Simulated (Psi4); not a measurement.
**AlNH3O (SMILES [NH2][Al][OH]): U-r2SCAN/cc-pVDZ (density fitting with def2-universal-jkfit, sweep point 3)**

What is the vertical ionisation energy of AlNH3O at U-r2SCAN/cc-pVDZ (density fitting with def2-universal-jkfit, sweep point 3)? Input form: a Python script.

The calculation is run with Psi4 1.11.

3 further runs of the same task are left out: 3 that didn't finish.

## 1. The structure to begin with

The species is AlNH3O (6 atoms), meant as a doublet with charge 0. As SMILES, `[NH2][Al][OH]`. The coordinates come from a PBE0-D4/def2-TZVP relaxation. This is one conformer, not always the lowest.

Bond lengths: N1–Al2 1.769 Å, Al2–O3 1.705 Å, N1–H4 1.009 Å, N1–H5 1.006 Å, O3–H6 0.956 Å. Angles: N1–Al2–O3 116.1°, Al2–N1–H4 124.1°, Al2–N1–H5 125.0°, Al2–O3–H6 122.8°, H4–N1–H5 110.9°.

## 2. A single-point energy at U-r2SCAN/cc-pVDZ (density fitting with def2-universal-jkfit, sweep point 3)

File calc.py:

```python
import psi4

psi4.set_memory('1600 MB')
psi4.set_num_threads(1)
psi4.set_output_file('output.dat', False)

molecule = psi4.geometry("""
0 2
N     -0.923900     0.240200    -0.760800
Al     0.595200     0.601300     0.070700
O      1.194100    -0.618500     1.101200
H     -1.434300    -0.623600    -0.657200
H     -1.394700     0.861600    -1.396800
H      2.005700    -0.525100     1.596800
symmetry c1
""")

options = {'basis': 'cc-pVDZ', 'reference': 'uks', 'puream': True, 'scf_type': 'df', 'dft_radial_points': 99, 'dft_spherical_points': 590, 'df_basis_scf': 'def2-universal-jkfit', 'maxiter': 150}
psi4.set_options(options)

e_tot = psi4.energy('r2scan', molecule=molecule)
print('E =', round(e_tot, 9))
```

Run with:

```
$ python calc.py
```

output.dat:

```text
[...]
  Running in c1 symmetry.
[...]
  Nuclear repulsion =   93.731213434316217
[...]
  Multiplicity = 2
[...]
  Nalpha       = 16
  Nbeta        = 15
[...]
    Number of basis functions: 61
[...]
   @DF-UKS iter   1:  -373.63775730278900   -1.22679e-01   1.82897e-02 DIIS/ADIIS
[...]
   @DF-UKS iter  10:  -374.16142658079082   -2.38109e-08   7.39621e-07 DIIS
[...]
   @S^2 Observed:                7.536932186E-01
[...]
    Orbital Energies [Eh]
    ---------------------
    Alpha Occupied:
       1A    -55.769581     2A    -18.943365     3A    -14.138297
       4A     -4.065609     5A     -2.605749     6A     -2.604614
       7A     -2.600929     8A     -0.929475     9A     -0.785004
      10A     -0.459233    11A     -0.434925    12A     -0.373612
      13A     -0.307403    14A     -0.277855    15A     -0.219475
      16A     -0.175055
    Alpha Virtual:
      17A     -0.024887    18A      0.030863    19A      0.050362
      20A      0.123767    21A      0.144441    22A      0.146477
      23A      0.201298    24A      0.235840    25A      0.296400
[...]
  @DF-UKS Final Energy:  -374.16142658079082
   => Energetics <=
    Nuclear Repulsion Energy =             93.7312134343162171
    One-Electron Energy =                -703.9520328130312237
    Two-Electron Energy =                 271.3443600736110284
    DFT Exchange-Correlation Energy =     -35.2849672756869097
    Empirical Dispersion Energy =           0.0000000000000000
    VV10 Nonlocal Energy =                  0.0000000000000000
    Total Energy =                       -374.1614265807908168
[...]
 Multipole Moments:
 ------------------------------------------------------------------------------------
     Multipole            Electronic (a.u.)      Nuclear  (a.u.)        Total (a.u.)
 ------------------------------------------------------------------------------------
 L = 1.  Multiply by 2.5417464519 to convert [e a0] to [Debye]
 Dipole X            :          1.9843892           -1.9880953           -0.0037061
 Dipole Y            :          1.3416078           -1.1262401            0.2153677
 Dipole Z            :          0.6374467           -0.7510462           -0.1135995
 Magnitude           :                                                    0.2435197
[...]
```

The script printed:

```text
E = -374.161426581
```

Wall time 34 s (1 thread of Intel Xeon Platinum 8375C at 2.90GHz (Ice Lake), shared host); peak memory 0.89 GiB.

## 3. The singlet cation

File job.py:

```python
import psi4

psi4.set_memory(1600000000)
psi4.set_num_threads(1)
psi4.core.set_output_file('alh3no.out', False)

mol = psi4.geometry("""
1 1
N     -0.923900     0.240200    -0.760800
Al     0.595200     0.601300     0.070700
O      1.194100    -0.618500     1.101200
H     -1.434300    -0.623600    -0.657200
H     -1.394700     0.861600    -1.396800
H      2.005700    -0.525100     1.596800
symmetry c1
""")

options = {'basis': 'cc-pVDZ', 'reference': 'rks', 'puream': True, 'scf_type': 'df', 'dft_radial_points': 99, 'dft_spherical_points': 590, 'df_basis_scf': 'def2-universal-jkfit'}
psi4.set_options(options)

E = psi4.energy("r2scan")
print('E =', round(E, 9))
for k, v in sorted(psi4.core.scalar_variables().items()):
    print(f'{k:45s} {v:18.10f}')
```

Run with:

```
$ python job.py
```

alh3no.out:

```text
[...]
  Running in c1 symmetry.
[...]
  Nuclear repulsion =   93.731213434316217
[...]
  Multiplicity = 1
[...]
  Nalpha       = 15
  Nbeta        = 15
[...]
    Number of basis functions: 61
[...]
   @DF-RKS iter   1:  -373.36697142686705    1.48107e-01   1.75236e-02 DIIS/ADIIS
[...]
   @DF-RKS iter  10:  -373.87020898279621   -3.25127e-09   1.13087e-07 DIIS
[...]
    Orbital Energies [Eh]
    ---------------------
    Doubly Occupied:
       1A    -56.093654     2A    -19.200224     3A    -14.370447
       4A     -4.382883     5A     -2.923374     6A     -2.921141
       7A     -2.915334     8A     -1.173376     9A     -1.005255
      10A     -0.696859    11A     -0.650216    12A     -0.604341
      13A     -0.548483    14A     -0.515985    15A     -0.441951
[...]
  @DF-RKS Final Energy:  -373.87020898279621
   => Energetics <=
    Nuclear Repulsion Energy =             93.7312134343162171
    One-Electron Energy =                -695.8274450128794797
    Two-Electron Energy =                 263.2022429111253246
    DFT Exchange-Correlation Energy =     -34.9762203153583400
    Empirical Dispersion Energy =           0.0000000000000000
    VV10 Nonlocal Energy =                  0.0000000000000000
    Total Energy =                       -373.8702089827962141
[...]
 Multipole Moments:
 ------------------------------------------------------------------------------------
     Multipole            Electronic (a.u.)      Nuclear  (a.u.)        Total (a.u.)
 ------------------------------------------------------------------------------------
 L = 1.  Multiply by 2.5417464519 to convert [e a0] to [Debye]
 Dipole X            :          2.6790404           -1.9880953            0.6909451
 Dipole Y            :          2.6537971           -1.1262401            1.5275570
 Dipole Z            :          0.4259686           -0.7510462           -0.3250776
 Magnitude           :                                                    1.7077796
[...]
```

The script printed:

```text
E = -373.870208983
CURRENT ENERGY                                   -373.8702089828
CURRENT REFERENCE ENERGY                         -373.8702089828
DD SOLVATION ENERGY                                 0.0000000000
DFT FUNCTIONAL TOTAL ENERGY                      -373.8702089828
DFT TOTAL ENERGY                                 -373.8702089828
DFT VV10 ENERGY                                     0.0000000000
DFT XC ENERGY                                     -34.9762203154
GRID ELECTRONS ALPHA                               14.9999997156
GRID ELECTRONS BETA                                14.9999997156
GRID ELECTRONS TOTAL                               29.9999994313
NUCLEAR REPULSION ENERGY                           93.7312134343
ONE-ELECTRON ENERGY                              -695.8274450129
PCM POLARIZATION ENERGY                             0.0000000000
PE ENERGY                                           0.0000000000
SCF ITERATION ENERGY                             -373.8702089828
SCF ITERATIONS                                     10.0000000000
SCF TOTAL ENERGY                                 -373.8702089828
TWO-ELECTRON ENERGY                               263.2022429111
XC GRID RADIAL POINTS                              99.0000000000
XC GRID SPHERICAL POINTS                          590.0000000000
XC GRID TOTAL POINTS                           336024.0000000000
```

It took 26 s on 1 thread of Intel Xeon Platinum 8375C at 2.90GHz (Ice Lake), shared host; peak memory 0.89 GiB.

## 4. Outcome

At U-r2SCAN/cc-pVDZ (density fitting with def2-universal-jkfit, sweep point 3):

| quantity | value |
| --- | --- |
| doublet AlNH3O: total energy | -374.16143 Eh |
| doublet AlNH3O: dipole moment | 0.62 D |
| doublet AlNH3O: HOMO energy (highest over α and β) | -4.76 eV |
| doublet AlNH3O: LUMO energy (lowest over α and β) | -2.42 eV |
| doublet AlNH3O: ⟨S²⟩ | 0.754 |
| singlet cation: total energy | -373.87021 Eh |
| singlet cation: HOMO energy | -12.03 eV |
| singlet cation: LUMO energy | -10.48 eV |
| singlet cation: HOMO–LUMO gap | 1.55 eV |
| vertical ionisation energy (to the singlet cation) | 7.924 eV |

**Reading.** The vertical ionisation energy comes to 7.92 eV (765 kJ/mol). Only the singlet of the ionised species was computed; a triplet could lie lower.
